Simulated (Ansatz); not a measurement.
**SF2: how energies converge with the basis set**

Aim: see how fast density functionals and correlated methods converge with the basis set for SF2.

Program: Ansatz 0.2.0, Gaussian basis. Level of theory: one geometry, several basis sets. These are calculated values, not measurements.

Levels to be run: PBE0-D4/def2-SVP; ωB97M-V/def2-SVP; PBE0-D4/def2-QZVPP; ωB97M-V/def2-QZVPP; CCSD(T)/cc-pV(D+d)Z; CCSD(T)/cc-pV(T+d)Z; CCSD(T)/cc-pV(Q+d)Z; the functionals' def2-TZVPP values are taken from earlier runs.

### 1 The geometry

An earlier PBE0-D4/def2-TZVP relaxation fixed the geometry.

SMILES `FSF`, 3 atoms, charge 0, spin multiplicity 1.

Atoms are counted from 1 here; the program's logs count them from 0.

Bond lengths: F1–S2 1.590 Å, S2–F3 1.590 Å. Angles: F1–S2–F3 98.6°.

### 2 PBE0-D4 in def2-SVP

Input file in.yaml:

```yaml
crystal:
  periodic: [false, false, false]
  atoms:
    - {symbol: F, position_ang: [0.440191, 1.116202, 0.365400]}
    - {symbol: S, position_ang: [-0.602129, 0.126565, -0.315329]}
    - {symbol: F, position_ang: [0.161939, -1.242757, -0.050071]}
basis:
  gaussian: {orbitals: def2-SVP}
hamiltonian: {xc: pbe0, dispersion: d4}
output: {orbitals: {seedname: orbitals}}
```

Command:

```
ansatz run in.yaml --threads 4 --pin off --events-out ev --progress --plain --max-ram 10444MiB
```

After this run come: ωB97M-V in def2-SVP; PBE0-D4 in def2-QZVPP; ωB97M-V in def2-QZVPP; CCSD(T) in cc-pV(D+d)Z; CCSD(T) in cc-pV(T+d)Z; CCSD(T) in cc-pV(Q+d)Z.

**Question.** What will the summary of the whole plan be? Wanted: MP2 correlation recovered, cc-pV(D+d)Z; MP2 correlation recovered, cc-pV(T+d)Z; MP2 correlation recovered, cc-pV(Q+d)Z; CCSD(T) limit from def2 sets; PBE0-D4: double and triple zeta above quadruple; ωB97M-V: double and triple zeta above quadruple.

**Answer**, as computed:

| quantity | value |
| --- | --- |
| MP2 correlation recovered, cc-pV(D+d)Z | 64.2 % |
| MP2 correlation recovered, cc-pV(T+d)Z | 86.1 % |
| MP2 correlation recovered, cc-pV(Q+d)Z | 94.2 % |
| CCSD(T) limit from def2 sets (earlier runs) minus this one | -37 meV |
| PBE0-D4: double and triple zeta above quadruple | 11.79, 0.67 eV |
| ωB97M-V: double and triple zeta above quadruple | 11.88, 0.64 eV |

PBE0-D4 gains 11.12 eV from double to triple zeta, then 0.67 eV more. In cc-pV(D+d)Z MP2 holds 64 % of its limit, in cc-pV(Q+d)Z 94 %, while Hartree-Fock is within 0.196 eV in the largest set. A limit from the def2 sets, made apart, differs by 37 meV, a least measure of the doubt on such a limit. Total energies overstate the basis error of differences, where much of it tends to cancel. The LUMO of ωB97M-V is positive and keeps falling with the basis (1.19 to 0.48 eV): an unbound level that the basis holds in place.
